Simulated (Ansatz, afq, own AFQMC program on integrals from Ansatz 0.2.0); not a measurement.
## Where AFQMC and coupled cluster stand for SiH4, singlet

```yaml
atoms:
  - { symbol: H, position_ang: [-2.4199, 0.0549, 0.0000] }
  - { symbol: H, position_ang: [-1.6749, 0.0549, 0.0000] }
  - { symbol: Si, position_ang: [0.0961, 0.0549, 0.0000] }
  - { symbol: H, position_ang: [0.7083, -0.8194, 1.0900] }
  - { symbol: H, position_ang: [0.7083, -0.8194, -1.0900] }
```

Basis cc-pVTZ. Only valence electrons are correlated. Integrals, coupled cluster, full CI and functionals: Ansatz 0.2.0; the random walks run on the same integrals in our own AFQMC program. ph-AFQMC/CISD is guided by a CISD state made of CCSD amplitudes; releasing the constraint for a short imaginary time cuts its bias at the price of noise, slowly where states lie close. Uncertainties: one standard error, sampling alone.

Determinant: RHF, the one that the program's search chose, which needn't be the lowest solution. The geometry is a point of a scan.

No full CI on the walks' own integrals is used here; CCSDT(Q) serves as the reference and is uncertain by about the last step of the cluster series.

Cautions: higher spins were not checked; restricted determinant unstable towards unrestricted (UHF 80 meV lower, ⟨S²⟩ 0.38).

```
T1 diagnostic                               : 0.0148
weight of the determinant in the CISD state : 0.887
size of the correlated space                : 8 electrons in 85 orbitals
```

Reference: CCSDT(Q), correlation energy -5.197 eV. The released energy is read at 2.40 1/Eh (meV from the phaseless value at times in 1/Eh: -1 ± 3 at 0.24, -1.6 ± 2.2 at 0.51, -3.1 ± 1.7 at 0.99, -3.9 ± 1.8 at 1.62, -5 ± 3 at 2.40).

```tsv
level	E − E(reference) (kcal/mol)	share of correlation (%)
HF	119.85	0.00
MP2	25.20	78.97
CCSD	4.04	96.63
CCSD(T)	0.77	99.36
CCSDT	0.14	99.88
ph-AFQMC/HF	-0.82 ± 0.53	100.68
ph-AFQMC/CISD	0.10 ± 0.06	99.91
released AFQMC	-0.01 ± 0.07	100.01
```

A walk keeps the symmetry of its determinant, which the program's search chose and which needn't be the lowest solution, so a lower state of the same spin and another symmetry isn't excluded. Released energies are given only where the last usable release times agree within the noise; a slower fall can still hide under it.
